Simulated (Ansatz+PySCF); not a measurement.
A calculation with PySCF 2.14.0.

```python
from pyscf import gto, scf

mol = gto.M(atom="""
C 0.000000 -0.414560 -0.353550
C 0.000000 -0.434550 1.156690
O 0.000000 0.923190 -0.780920
H -0.889180 -0.961610 -0.730000
H 0.889180 -0.961610 -0.730000
H 0.000000 -1.466780 1.537410
H 0.889620 0.082510 1.546750
H -0.889620 0.082510 1.546750
H 0.000000 0.934100 -1.742380
""", basis='def2-svp', charge=0, spin=0)
mf = scf.UHF(mol)
mf.init_guess = 'huckel'
mf.kernel()
while True:  # follow internal instabilities
    mo, _, stable, _ = mf.stability(return_status=True)
    if stable: break
    mf.kernel(mf.make_rdm1(mo, mf.mo_occ))
print(mf.converged, mf.e_tot, mf.spin_square()[0])
```

The script is written out from the run's settings.

Results

```yaml
Converged: yes
Total_energy: -153.96675 hartree
Spin_squared_of_the_determinant: 0.000
```
